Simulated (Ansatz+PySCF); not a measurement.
Results of a calculation; reference values are marked as such.
# Several solutions for triplet B2

```
atom    x (Å)    y (Å)    z (Å)
   B  -0.0263   0.0304  -0.7572
   B   0.0341  -0.0266   0.7617
```

Basis set: def2-SVP (spherical functions). Charge 0, multiplicity 3.

ωB97X (unrestricted) was run from several starts with Ansatz (development build ahead of 0.2.0) and PySCF 2.14.0.

| run | program | start | converged | energy (hartree) | <S²> |
| --- | --- | --- | --- | --- | --- |
| A | PySCF | program defaults | yes | -49.32314 | 2.01 |
| B | Ansatz | search for the lowest state | yes | -49.34905 | 2.76 |
| C | Ansatz | atomic start, no search | yes | -49.32314 | 2.01 |
| D | Ansatz | stability test followed | yes | -49.34905 | 2.76 |
| E | PySCF | guess minao, instabilities followed | yes | -49.34905 | 2.76 |

Problem. Which runs reached the lowest solution of this kind, and what is wrong with the others?

Solution. B, D, E reached the lowest solution found. Converged but too high: A by 0.71 eV, C by 0.70 eV. Convergence only shows a stationary point, and even a stable one can lie too high; stability tests and further starts are what find lower ones. Caution: the unrestricted determinant is spin contaminated. Caution: the determinant breaks the point group.
